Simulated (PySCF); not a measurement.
Problem. What does the PBE0/def2-SVP structure of `c1cnccn1` look like in three dimensions?

Solution. 
Z-matrix in Å and degrees, rows numbered from 1:
```
C 
C   1  1.3969
N   2  1.3295  1  121.81
C   3  1.3295  2  116.41  1     0.01
C   4  1.3969  3  121.79  2    -0.01
N   5  1.3295  4  121.80  3     0.00
H   1  1.0960  2  120.70  3   180.00
H   2  1.0960  1  120.71  3  -179.98
H   4  1.0960  3  117.51  2   179.97
H   5  1.0960  4  120.71  3  -179.99
```

All 4 C–N bonds measure 1.329 Å. The 6 heavy atoms lie in one plane (0.000 Å rms). The 6-membered ring C1–C2–N3–C4–C5–N6 has internal angles of 116.4° to 121.8° (sum 720°, against 720° for a flat polygon); it is planar, 0.00 Å rms from its mean plane, widest ring torsion 0°.

Theory: PBE0/def2-SVP geometry optimisation, gas phase in PySCF.

Point group: D2h (every atom within 0.08 Å of its image). Stationary, but not proved a minimum.

Hardware: Arm Neoverse V2, one thread, shared host with 96 logical CPUs at a one-minute load of 28. Cost: 6.0 s wall, 0.46 GiB resident at most. These figures are those of the optimisation.
